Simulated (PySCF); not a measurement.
# Mg2 at other levels of theory

Aim: see what other levels and later steps give for Mg2.

Program: PySCF 2.14.0. Level of theory: method and basis as typed in the scripts. These are calculated values, not measurements.

2 further runs of the same task are left out: 2 that didn't finish.

### Step 1. The starting structure

Mg2: 2 atoms, charge 0, spin multiplicity 1.

No contacts short enough for the rule that draws bonds.

### Step 2. The base run

Input file input.py:

```python
from pyscf import gto, scf, mcscf

mol = gto.M(
    atom='Mg 0 0 0; Mg 0 0 3.116',
    basis='6-311g**',
    charge=0,
    spin=0,
    verbose=4,
)
mf = scf.RHF(mol)
mf.kernel()
mc = mcscf.CASCI(mf, 8, 6)
mc.kernel()
mc.analyze()
mf.dip_moment()
print('orbital energies (hartree):', mf.mo_energy[..., max(0, mol.nelec[1]-3):mol.nelec[0]+3].round(4))
```

Started as:

```
$ OMP_NUM_THREADS=1 python input.py
```

### Step 3. Pbesol (RKS)

Variant 1 changes functional: none (Hartree–Fock) → pbesol; SCF type: RHF → RKS; step after the SCF: casci → analyze.

Input file input.py:

```python
from pyscf import gto, dft

mol = gto.M(
    atom='Mg 0 0 0; Mg 0 0 3.116',
    basis='6-311g**',
    charge=0,
    spin=0,
    verbose=4,
)
mf = dft.RKS(mol, xc='pbesol')
mf.kernel()
mf.analyze()
print('orbital energies (hartree):', mf.mo_energy[..., max(0, mol.nelec[1]-3):mol.nelec[0]+3].round(4))
```

### Step 4. SCF alone

Variant 2 changes step after the SCF: casci → none.

input.py: that of step 2 with these lines changed.

```diff
@@ -1,2 +1,2 @@
-from pyscf import gto, scf, mcscf
+from pyscf import gto, scf
 
@@ -11,5 +11,2 @@
 mf.kernel()
-mc = mcscf.CASCI(mf, 8, 6)
-mc.kernel()
-mc.analyze()
 mf.dip_moment()
```

### Step 5. Population analysis

Variant 3 changes step after the SCF: casci → analyze.

Input file input.py:

```python
from pyscf import gto, scf

mol = gto.M(
    atom='Mg 0 0 0; Mg 0 0 3.116',
    basis='6-311g**',
    charge=0,
    spin=0,
    verbose=4,
)
mf = scf.RHF(mol)
mf.kernel()
mf.analyze()
print('orbital energies (hartree):', mf.mo_energy[..., max(0, mol.nelec[1]-3):mol.nelec[0]+3].round(4))
```

### Step 6. Stability test

Variant 4 changes step after the SCF: casci → stability.

input.py: that of step 2 with these lines changed.

```diff
@@ -1,2 +1,2 @@
-from pyscf import gto, scf, mcscf
+from pyscf import gto, scf
 
@@ -11,5 +11,3 @@
 mf.kernel()
-mc = mcscf.CASCI(mf, 8, 6)
-mc.kernel()
-mc.analyze()
+mf.stability(internal=True, external=True)
 mf.dip_moment()
```

### Step 7. Revpbe (RKS)

Variant 5 changes functional: none (Hartree–Fock) → revpbe; SCF type: RHF → RKS; step after the SCF: casci → analyze.

Input file input.py:

```python
from pyscf import gto, dft

mol = gto.M(
    atom='Mg 0 0 0; Mg 0 0 3.116',
    basis='6-311g**',
    charge=0,
    spin=0,
    verbose=4,
)
mf = dft.RKS(mol, xc='revpbe')
mf.kernel()
mf.analyze()
print('orbital energies (hartree):', mf.mo_energy[..., max(0, mol.nelec[1]-3):mol.nelec[0]+3].round(4))
```

Before running it: what results should come out? Wanted: for each run, E(SCF); from base; gap; after the SCF.

As calculated:

```csv
run,E(SCF) (hartree),from base (eV),cycles,gap (eV),after the SCF
base,-399.200778,0,7,6.16,CASCI correlation -0.538 eV
pbesol (RKS),-399.018497,not comparable,6,1.95,n/a
SCF alone,-399.200778,0.0000,7,6.16,n/a
population analysis,-399.200778,0.0000,7,6.16,n/a
stability test,-399.200778,0.0000,7,6.16,unstable: RHF/RKS -> UHF/UKS
revpbe (RKS),-400.051343,not comparable,6,1.94,n/a
```

A lower total energy from another functional means nothing by itself.
